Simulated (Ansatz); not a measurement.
# H6OSi2: the cost of one run

Program: Ansatz 0.2.0, Gaussian basis. Level of theory: the settings change from run to run. These are calculated values, not measurements.

**1. The geometry**

An earlier PBE0-D4 in a triple-zeta def2 set relaxation fixed the geometry.

9 atoms, charge 0, spin multiplicity 1.

Atoms are counted from 1 here; the program's logs count them from 0.

Bond lengths: Si1–O2 1.634 Å, Si1–H4 1.487 Å, Si1–H5 1.483 Å, Si1–H6 1.487 Å, O2–Si3 1.634 Å, Si3–H7 1.483 Å, Si3–H8 1.487 Å, Si3–H9 1.487 Å. Angles: O2–Si1–H4 110.2°, O2–Si1–H5 108.3°, O2–Si1–H6 110.2°, H4–Si1–H5 109.6°, H4–Si1–H6 109.0°, H5–Si1–H6 109.6°, Si1–O2–Si3 147.6°, O2–Si3–H7 108.2°, O2–Si3–H8 110.2°, O2–Si3–H9 110.2°, H7–Si3–H8 109.6°, H7–Si3–H9 109.6°, H8–Si3–H9 109.0°.

As a file:

```
atom     x (Å)     y (Å)     z (Å)
 Si1  -0.70229   1.04881  -0.92105
  O2   0.43252   0.09492  -0.23482
 Si3   0.78674  -1.04385   0.88157
  H4  -1.77468   0.21611  -1.52641
  H5  -0.04961   1.86265  -1.97449
  H6  -1.30521   1.94498   0.10038
  H7   2.23460  -1.34935   0.78977
  H8  -0.00116  -2.27773   0.62347
  H9   0.46769  -0.54293   2.24437
```

**2. B97M-V/aug-cc-pVDZ**

in.yaml

```yaml
crystal:
  periodic: [false, false, false]
  atoms:
    - {symbol: Si, position_ang: [-0.702291, 1.048814, -0.921045]}
    - {symbol: O, position_ang: [0.432517, 0.094921, -0.234816]}
    - {symbol: Si, position_ang: [0.786741, -1.043850, 0.881570]}
    - {symbol: H, position_ang: [-1.774675, 0.216107, -1.526409]}
    - {symbol: H, position_ang: [-0.049612, 1.862648, -1.974489]}
    - {symbol: H, position_ang: [-1.305207, 1.944980, 0.100382]}
    - {symbol: H, position_ang: [2.234600, -1.349354, 0.789769]}
    - {symbol: H, position_ang: [-0.001164, -2.277734, 0.623467]}
    - {symbol: H, position_ang: [0.467691, -0.542930, 2.244370]}
basis:
  gaussian: {orbitals: aug-cc-pVDZ}
hamiltonian: {xc: {name: B97M-V}}
```

Run with:

```bash
$ ansatz run in.yaml --threads 4 --pin off --events-out ev --progress --plain --max-ram 10444MiB
```

Q: Estimate wall time and peak memory on 4 threads of Arm Neoverse V2, shared host.

About 4.4 s, with a peak of 0.25 GiB.
